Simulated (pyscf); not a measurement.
Structures and frequencies: ωB97X-D3(BJ)/def2-SVP in PySCF. MP2 and CC: frozen core, UHF for open shells. ΔMP2 is the change of the MP2 total energy from the triple- to the quadruple-zeta basis.

Question: For CH₄ (SMILES C) + HS–InH₂ (SMILES [SH][InH2]) → H₃C–InH₂ (SMILES [CH3][InH2]) + H₂S (SMILES S), a four-centre exchange (singlet surface; C–H, In–S broken, C–In, H–S formed), PBE/def2-TZVP gives ΔE‡ = 37.7 kcal/mol and ΔE = +31.7 kcal/mol (zero: the separated reactants). In which direction and how far do r²SCAN/def2-TZVP, M06-2X/def2-TZVP, CCSD(T)/def2-TZVPP + ΔMP2(QZVPP) move these?

Answer: r²SCAN: ΔE‡ = 38.2 kcal/mol, ΔE = +32.8 kcal/mol; M06-2X: ΔE‡ = 41.6 kcal/mol, ΔE = +32.5 kcal/mol; CCSD(T): ΔE‡ = 41.8 kcal/mol, ΔE = +30.6 kcal/mol. PBE's barrier lies under all of them, by 0.5 to 4.1 kcal/mol. Its reaction energy lies among theirs. On the product side the descent ends in an adduct with a In–S contact, 12.6 kcal/mol under the separated species and 21.2 kcal/mol under the saddle at ωB97X-D3(BJ)/def2-TZVP. What is counted as broken (In–S) persists as a longer contact in the product adduct; parting that adduct is a step of its own. One saddle was located; it need not be the lowest between these sides. The CCSD(T) − MP2 part came from Ansatz, without density fitting, on the same reference. The frozen core leaves the outer d or s,p core shells of the metals and heavy elements correlated in the MP2 and CC values, and def2-TZVPP describes them poorly, which can shift differences by a few kcal/mol. Elements past Kr carry the def2 core potentials, without spin-orbit coupling.
